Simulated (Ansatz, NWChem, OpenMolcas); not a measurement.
**How methods differ on HCN (hydrogen cyanide)**

HCN: 3 atoms, total charge 0, spin state singlet. As SMILES, `C#N`. The coordinates come from a PBE0-D4/def2-TZVP relaxation.

| atom | x (Å) | y (Å) | z (Å) |
| --- | --- | --- | --- |
| C | -0.0056 | -0.0244 | -0.0056 |
| N | 0.2520 | 1.0610 | 0.2552 |
| H | -0.2464 | -1.0366 | -0.2495 |

Quantity: the dipole moment, in D. The values are calculated.

**The experiment to reproduce.** NIST CCCBDB gives the dipole moment of the gas as 2.98 D.

```json
{"level": "HF/cc-pVTZ", "kind": "Hartree–Fock", "program": "OpenMolcas", "value (D)": "3.26", "computed − measured": "+0.28", "CPU time": "4.7 s"}
{"level": "SVWN5/cc-pVTZ", "kind": "LDA", "program": "NWChem", "value (D)": "2.96", "computed − measured": "-0.02", "CPU time": "11 s"}
{"level": "PBE/cc-pVTZ", "kind": "GGA", "program": "Ansatz", "value (D)": "2.88", "computed − measured": "-0.10", "CPU time": "0.66 s"}
{"level": "revPBE/cc-pVTZ", "kind": "GGA", "program": "NWChem", "value (D)": "2.86", "computed − measured": "-0.12", "CPU time": "14 s"}
{"level": "M06-L/cc-pVTZ", "kind": "meta-GGA", "program": "OpenMolcas", "value (D)": "2.97", "computed − measured": "-0.01", "CPU time": "18 s"}
{"level": "B3LYP/cc-pVTZ", "kind": "global hybrid", "program": "OpenMolcas", "value (D)": "2.98", "computed − measured": "0.00", "CPU time": "12 s"}
{"level": "BHLYP/cc-pVTZ", "kind": "global hybrid", "program": "OpenMolcas", "value (D)": "3.10", "computed − measured": "+0.12", "CPU time": "11 s"}
{"level": "M06-2X/cc-pVTZ", "kind": "hybrid meta-GGA", "program": "OpenMolcas", "value (D)": "3.04", "computed − measured": "+0.06", "CPU time": "15 s"}
```

Nearest: B3LYP/cc-pVTZ (0.00 D); farthest: HF/cc-pVTZ (+0.28 D). The measured dipole is a vibrational average, so differences of a few hundredths of a debye mean little. Computed less measured by kind, in D (cc-pVTZ rows): Hartree–Fock +0.28; LDA -0.02; GGA -0.12 to -0.10; meta-GGA -0.01; global hybrid +0.00 to +0.12. Times are those of the runs behind each value, whatever else they computed, on shared processors of several kinds: orders of magnitude only.
